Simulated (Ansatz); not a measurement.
## Ansatz (development build ahead of 0.2.0) run

```yaml
crystal:
  periodic: [false, false, false]
  atoms:
    - { symbol: C, position_ang: [-0.0998, -0.6888, 0.0047] }
    - { symbol: "N", position_ang: [0.1732, 0.7292, -0.0852] }
    - { symbol: H, position_ang: [-0.8115, -1.0032, 0.7976] }
    - { symbol: H, position_ang: [-0.5026, -1.053, -0.954] }
    - { symbol: H, position_ang: [0.8389, -1.2397, 0.1761] }
    - { symbol: H, position_ang: [-0.6873, 1.2482, -0.2465] }
    - { symbol: H, position_ang: [0.5488, 1.0762, 0.7949] }
basis:
  gaussian: { orbitals: def2-SVP }
magnetization:
  spin_polarized: true
  initial_magnetization: 2
hamiltonian:
  xc: hf
correlation:
  method: mp2
  frozen_orbitals: { C: 1, H: 0, "N": 1 }
output:
  forces: true
```

The input is written out in the form of the current development build from the run's settings.

Results

```yaml
Converged: yes
Reference_energy: -94.91778 hartree
Correlation_energy: -0.30043 hartree
Total_energy: -95.21821 hartree
Spin_squared_of_the_determinant: 2.009
Stability_test: minimum
```

Forces (eV/Å):
```tsv
atom	Fx	Fy	Fz
C1	1.374	-1.537	-1.886
N2	-1.246	-3.221	0.952
H3	0.010	1.130	0.175
H4	-0.176	0.251	0.142
H5	-0.071	0.237	0.231
H6	-2.134	1.875	-1.650
H7	2.242	1.264	2.035
```

Caution: another spin multiplicity may lie lower.
